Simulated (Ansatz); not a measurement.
The same path of C2H6O (9 atoms, charge 0, multiplicity 1) was run twice with different band settings. The coordinate that changes most is the dihedral C1–C2–O3–H9.

Theory: RKS B3LYP-D4/def2-SVP in Ansatz 0.2.0.

Relaxed end points:

```xyz
9
Properties=species:S:1:pos:R:3
C -0.539 0.573 -0.471
C 0.314 -0.603 -0.009
O 1.214 -0.259 1.024
H -1.189 0.288 -1.314
H 0.100 1.412 -0.789
H -1.192 0.934 0.344
H 0.935 -0.967 -0.843
H -0.342 -1.450 0.286
H 0.698 0.071 1.772
```

```xyz
9
Properties=species:S:1:pos:R:3
C -0.580 0.558 -0.444
C 0.218 -0.637 0.062
O 0.775 -0.427 1.343
H -1.048 0.343 -1.419
H 0.070 1.441 -0.577
H -1.372 0.826 0.273
H 0.997 -0.912 -0.681
H -0.442 -1.515 0.159
H 1.382 0.323 1.284
```

Common settings: movable images 9; climbing image yes; spring 5.0 eV/Å²; optimiser quadratic models (default); force threshold 0.05 eV/Å; iteration limit 60; end points relaxed.

| run | start path |
| --- | --- |
| 1 | through a guess of the saddle point |
| 2 | straight line |

(1) What does each run give, and how far can it be trusted?

Answers

(1) Run 1: converged after 5 iterations, highest image 0.070 eV above the first end. A vibrational analysis at the climbing image gives one clearly imaginary mode, 352i cm⁻¹: a first-order saddle point.
Run 2: converged after 8 iterations, highest image 0.070 eV above the first end. Another band between the same ends (9 images) ends at a top of the same energy, where a vibrational analysis finds 1 clearly imaginary mode.
